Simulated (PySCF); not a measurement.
Worked example: AsH3⁺, doublet against AsH3, singlet

Geometry (PBE0/def2-TZVP stationary point of a singlet), kept for both states:

```tsv
atom	x (Å)	y (Å)	z (Å)
As	0.0002	0.0000	-0.0329
H	1.2593	0.0140	0.8215
H	-0.6489	1.0868	0.8116
H	-0.6239	-1.1021	0.8106
```

Basis 6-31G (Cartesian d functions); PySCF 2.14.0. Only valence electrons are correlated (noble-gas cores and the filled d shells of p-block atoms frozen). R marks a restricted (for open shells ROHF) determinant. No spin–orbit coupling is included, and no scalar relativity.

Full CI isn't at hand for all of this; RCCSDT serves as the reference. It lacks quadruple excitations.

```
   level  E(AsH3, singlet) (hartree)  E(AsH3⁺, doublet) (hartree)
RCCSD(T)                -2235.643634                 -2235.287113
     PBE                -2236.938335                 -2236.559997
  r2SCAN                -2237.260930                 -2236.881046
  RCCSDT                -2235.643834                 -2235.287446
```

Give the vertical gap, AsH3⁺ doublet less AsH3 singlet, at each level in eV (1 hartree = 27.2114 eV), and each error against RCCSDT.

RCCSDT: (-2235.287446 − (-2235.643834)) × 27.2114 = 9.698 eV (the reference)
r2SCAN: (-2236.881046 − (-2237.260930)) × 27.2114 = 10.337 eV, error 0.639 eV
PBE: (-2236.559997 − (-2236.938335)) × 27.2114 = 10.295 eV, error 0.597 eV
RCCSD(T): (-2235.287113 − (-2235.643634)) × 27.2114 = 9.701 eV, error 0.003 eV

Total energies of functionals can't be set beside those of wave-function methods, since they hold the core's correlation and their own absolute errors; only the differences compare.

The set has no polarisation functions, so the order and spacing of states can differ from the basis-set limit.

In so small a basis the reference is far from its limit while semilocal and hybrid functionals are nearer theirs, so the functionals' errors here hold much of the reference's basis and frozen-core error, which can add to them or hide them.

Each level lands on the state that its own search finds. T1 diagnostics of restricted CCSD: 0.008 and 0.010.
